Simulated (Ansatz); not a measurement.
A calculation with Ansatz (development build ahead of 0.2.0).

```yaml
crystal:
  periodic: [false, false, false]
  atoms:
    - { symbol: C, position_ang: [0.0, 0.0, 0.0] }
    - { symbol: H, position_ang: [0.0, 1.07841, 0.0] }
    - { symbol: H, position_ang: [0.93393, -0.53921, 0.0] }
    - { symbol: H, position_ang: [-2.80179, -1.61762, 0.0] }
basis:
  gaussian: { orbitals: pcseg-2 }
magnetization:
  initial_magnetization: 1
hamiltonian:
  xc: hf
```

The input is written out in the form of the current development build from the run's settings.

Results

```
Converged                       : yes
Total energy                    : -39.38448 hartree
Spin squared of the determinant : 0.750
Stability test                  : minimum among restricted orbitals
```

Caution: an unrestricted determinant lies well below.
